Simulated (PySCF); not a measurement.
HN2, SMILES [NH+]#N, charge +1. Atoms are numbered in the order given.

```xyz
3

N      0.0000     0.0000    -0.6474
N      0.0000     0.0000     0.4369
H      0.0000     0.0000     1.4735
```
Charge +1, spin multiplicity 1.

Geometry optimised at PBE0-D3(BJ)/def2-TZVPD. The isomer is the one that the SMILES or the coordinates give; other isomers of the formula were not compared.

Vertical ionisation energy (IE) and electron affinity (EA) in eV. Rows of orbital energies are one-electron estimates. Where ΔSCF, EOM or ADC give a negative EA the extra electron is unbound and the value depends on the basis.

```
level                                                IE    EA
------------------------------------------------  -----  ----
−ε(HOMO), −ε(LUMO), CAM-B3LYP/def2-TZVPD (PySCF)  23.91  8.78
−ε(HOMO), −ε(LUMO), ωB97X/def2-TZVPD (PySCF)      24.96  7.48
EOM-CCSD/aug-cc-pVDZ (PySCF)                      25.60  6.10
ADC(2)/aug-cc-pVDZ (PySCF)                        25.05  6.25
```

Computed lowest 1s main lines (those of the lightest heavy element) from CVS-ADC(2)-x/aug-cc-pVDZ (PySCF, non-relativistic), with pole strengths:
421.5 eV (1.55), 422.1 eV (1.50).

**Question.** Beyond the first one, list the lowest photoelectron lines from ADC(2)/aug-cc-pVDZ (PySCF) with their pole strengths (two spins summed). (An estimate is asked for; the answer gives what the named calculation found.)

**Answer.** 26.97 eV (1.83), 26.97 eV (1.83), 33.01 eV (1.75), 45.63 eV (1.43).
